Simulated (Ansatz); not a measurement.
Reaction: CS (methanidylidynesulfanium, SMILES [S+]#[C-]) → CS+ (parent SMILES [C-]#[S+], doublet) + e-
Each species at its own B3LYP-D3(BJ)/def2-TZVP minimum (Ansatz, a program for electronic structure).

Wanted: adiabatic ionisation energy (electronic), in eV. UHF or UKS for unpaired electrons; spin-orbit terms are left out. CBS(X,Y): correlation extrapolated as X^-3, Hartree-Fock from the larger set (Q,5: extrapolated as (X+1)exp(-9√X)). A bracket is a step between two methods taken in the basis named. Functionals run without relativity, which enters their misses. Double hybrids freeze cores in their MP2 part. 'core' is core correlation in cc-pwCVTZ (1s frozen past Ne), 'X2C' scalar relativity in cc-pVTZ-DK, both at CCSD(T). The T1 diagnostic of CS ([C-]#[S+], singlet) reaches 0.025 in the sets run. The UHF reference of CS+ (parent SMILES [C-]#[S+], doublet) is spin-contaminated (<S^2> up to 0.71 over the pure value in the sets run).

CCSD(T)/CBS(cc-pV(Q+d)Z,cc-pV(5+d)Z) + [CCSDT(Q) - CCSD(T)]/cc-pV(Q+d)Z + [CCSDTQ - CCSDT(Q)]/cc-pV(D+d)Z + core + X2C (Ansatz) gives 11.33 eV.

Q: How far off this value is PBE/def2-TZVPD (Ansatz), in which direction, and how far these levels: r2SCAN/def2-TZVPD, B3LYP/def2-TZVPD, PBE0/def2-TZVPD, wB97M-V/def2-TZVPD, B2PLYP/def2-TZVPD, CCSD(T)/CBS(cc-pV(Q+d)Z,cc-pV(5+d)Z) + core + X2C?

A: PBE gives 11.25 eV, 0.08 eV below it. Differences of the others: r2SCAN/def2-TZVPD (Ansatz) -0.17; B3LYP/def2-TZVPD (Ansatz) 0.08; PBE0/def2-TZVPD (Ansatz) -0.05; wB97M-V/def2-TZVPD (Ansatz) 0.13; B2PLYP/def2-TZVPD (Ansatz) 0.03; CCSD(T)/CBS(cc-pV(Q+d)Z,cc-pV(5+d)Z) + core + X2C (Ansatz) 0.09 eV.
